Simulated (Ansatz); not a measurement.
Relaxation of C$_{5}$H$_{9}$F (15 atoms, charge 0, multiplicity 1), to a largest force component of 0.02 eV/Å in at most 40 steps.

Level of theory: Ansatz 0.2.0, RKS B3LYP/STO-3G.

```xyz
15
Properties=species:S:1:pos:R:3
C -1.802 -1.397 -0.088
C -0.520 -1.303 -0.213
C 0.366 -0.578 0.724
F -0.227 -0.006 1.762
C 1.233 0.509 0.052
C 0.392 1.668 -0.503
H -2.427 -1.894 -0.816
H -2.328 -0.834 0.708
H -0.035 -1.804 -0.997
H 1.077 -1.314 1.210
H 1.843 0.088 -0.704
H 1.929 0.950 0.836
H -0.289 2.128 0.255
H 1.018 2.446 -0.885
H -0.252 1.290 -1.312
```

Problem. Where does it end, and by what steps?

Solution. It converged. Limits of this set-up: minimal basis. After 7 steps the energy has fallen by 0.711 eV; F4 moved furthest, 0.15 Å.

```tsv
step	energy less start (eV)	largest force component (eV/Å)	accepted
0	0.0000	3.729	yes
1	-0.5994	1.352	yes
2	-0.6423	0.766	yes
3	-0.6728	1.267	yes
4	-0.7091	0.172	yes
5	-0.7108	0.062	yes
6	-0.7112	0.036	yes
7	-0.7113	0.015	yes
```

```xyz
15
Properties=species:S:1:pos:R:3
C -1.836 -1.353 -0.119
C -0.505 -1.335 -0.218
C 0.409 -0.582 0.791
F -0.355 -0.022 1.836
C 1.262 0.544 0.069
C 0.375 1.680 -0.509
H -2.472 -1.890 -0.833
H -2.343 -0.824 0.698
H 0.020 -1.863 -1.027
H 1.136 -1.326 1.216
H 1.854 0.071 -0.733
H 1.970 0.962 0.806
H -0.243 2.122 0.288
H 1.000 2.474 -0.946
H -0.295 1.291 -1.290
```

Whether the end is a true minimum wasn't checked by a vibrational analysis.

The run took 22 s on 1 thread of AMD EPYC 7B13 (Zen 3), with other jobs on the host, peak memory 0.13 GiB.
